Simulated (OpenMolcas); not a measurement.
# C2H6Al (SMILES [CH3][Al][CH3]): UHF/3-21G

Aim: an optimisation with harmonic vibrations of C2H6Al. 

The calculation is run with OpenMolcas 26.06.

**1. Starting point**

C2H6Al has 9 atoms, charge 0, and is taken as a doublet. SMILES: `[CH3][Al][CH3]`. Geometry: relaxed at PBE0-D4/def2-TZVP. The run starts from this shape.

Bond lengths: C1–Al2 1.972 Å, Al2–C3 1.969 Å, C1–H4 1.095 Å, C1–H5 1.095 Å, C1–H6 1.095 Å, C3–H7 1.097 Å, C3–H8 1.097 Å, C3–H9 1.091 Å. Some angles: C1–Al2–C3 118.6°, Al2–C1–H4 111.5°, Al2–C1–H5 111.1°, Al2–C1–H6 111.0°, Al2–C3–H7 109.3°, Al2–C3–H8 109.4°, Al2–C3–H9 114.5°, H4–C1–H5 108.3°, H4–C1–H6 108.2°, H5–C1–H6 106.6°.

**2. An optimisation with harmonic vibrations at UHF/3-21G**

calc.inp

```
* C2H6Al Hartree-Fock

&GATEWAY
  BasLib=$CurrDir
  Coord
  9
  angstrom
  C       -0.810700       1.130600      -0.941500
  Al       0.731000       0.705500       0.211900
  C        0.877300      -1.111400       0.957800
  H       -1.467800       0.264500      -1.069000
  H       -0.481900       1.460900      -1.931900
  H       -1.401500       1.950000      -0.519700
  H        0.915300      -1.838200       0.137400
  H       -0.021800      -1.337900       1.543500
  H        1.748700      -1.270300       1.594400
  Basis=3-21G
  Group=NoSym
>>> EXPORT MOLCAS_MAXITER=50
>>> Do While

&SEWARD

&SCF
  UHF
  Spin=2
  PrOrbitals=0

&SLAPAF
>>> EndDo
>>> COPY $Project.Opt.xyz $CurrDir/final.xyz
>>> COPY $Project.slapaf.h5 $CurrDir/final.slapaf.h5

&MCKINLEY
```

The basis set 3-21G is read from a file made from the Basis Set Exchange's data (not shown).

Launch:

```bash
$ export MOLCAS_MEM=1860
$ pymolcas calc.inp > calc.log
```

What values should one expect? Wanted: total energy; dipole moment; HOMO energy; LUMO energy; ⟨S²⟩; lowest harmonic wavenumber; highest harmonic wavenumber.

Answer, from the run:

Level: UHF/3-21G.

```
                          quantity                 value
                      total energy         -319.36711 Eh
                     dipole moment                0.10 D
HOMO energy (highest over α and β)              -7.29 eV
 LUMO energy (lowest over α and β)               1.41 eV
                              ⟨S²⟩                 0.752
        lowest harmonic wavenumber  22i cm⁻¹ (imaginary)
       highest harmonic wavenumber             3245 cm⁻¹
```

What this shows: At the final geometry: Bond lengths: C1–Al2 2.010 Å, Al2–C3 2.009 Å, C1–H4 1.087 Å, C1–H5 1.089 Å, C1–H6 1.089 Å, C3–H7 1.090 Å, C3–H8 1.090 Å, C3–H9 1.085 Å. Some angles: C1–Al2–C3 120.0°, Al2–C1–H4 111.9°, Al2–C1–H5 110.8°, Al2–C1–H6 110.8°, Al2–C3–H7 110.5°, Al2–C3–H8 110.5°, Al2–C3–H9 112.5°, H4–C1–H5 108.2°, H4–C1–H6 108.1°, H5–C1–H6 106.9°. 1 mode is imaginary (lowest 22i cm⁻¹); so small a value may be numerical noise or a very soft motion.
